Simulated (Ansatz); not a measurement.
Relaxed structures of CH$_{3}$BCl, doublet (PBE0-D4/def2-TZVP; forces vanish, vibrations not checked; lower isomers may exist, and structures with a doubtful reference or unclear bonds are left out; Å). Program: Ansatz 0.2.0. Basis: def2-TZVPP. Cores are frozen in the correlated methods; orbitals are unrestricted.

**Question.** Rank them by CCSD(T) energy, lowest first, and give each one's height above the lowest. Links in brackets join atoms within 1.22 times the sum of their covalent radii (1.1 for two metals). (An estimate is asked for; the value comes from the calculation.)
A.
CH₃BCl ([BH2][CH][Cl])
```
6
angstrom
B 0.5036 -0.7059 0.0346
C -0.3915 0.4997 -0.1466
Cl -0.7135 1.5985 1.1013
H -0.9026 0.7764 -1.0634
H 0.6733 -1.4257 -0.9042
H 1.0203 -0.9228 1.0880
```
B.
CH₃BCl ([BH][CH2][Cl])
```
6
angstrom
B -0.9078 -0.5327 -0.4966
C 0.3785 -0.1221 0.2143
Cl 0.6844 1.6598 0.3481
H -1.7938 0.0752 -1.0051
H 1.2459 -0.5560 -0.2930
H 0.3929 -0.5241 1.2323
```
C.
CH₃BCl ([CH2][BH][Cl])
```
6
angstrom
B -0.6345 0.8449 -0.1148
C 0.6244 0.0791 0.2450
Cl -0.5744 2.5943 -0.2453
H -1.6868 0.3240 -0.3196
H 1.5765 0.5683 0.4288
H 0.6356 -1.0029 0.3371
```

**Answer.** Computed: C (0.000 eV), A (1.382 eV), B (2.178 eV). Heights count from the lowest.

T1 diagnostic: at most 0.020. ⟨S²⟩ of the unrestricted Hartree–Fock references: 0.76 (a pure state has 0.75).

For scale, one of the runs: CCSD(T)/def2-TZVPP, 146 basis functions, launched by `ansatz run in.yaml --threads 2 --pin off --events-out ev --progress --plain --max-ram 4352MiB`. Time: 45 s of wall clock on 2 CPU threads of an Arm Neoverse V1; the host was shared. Peak host memory: 2 GiB.
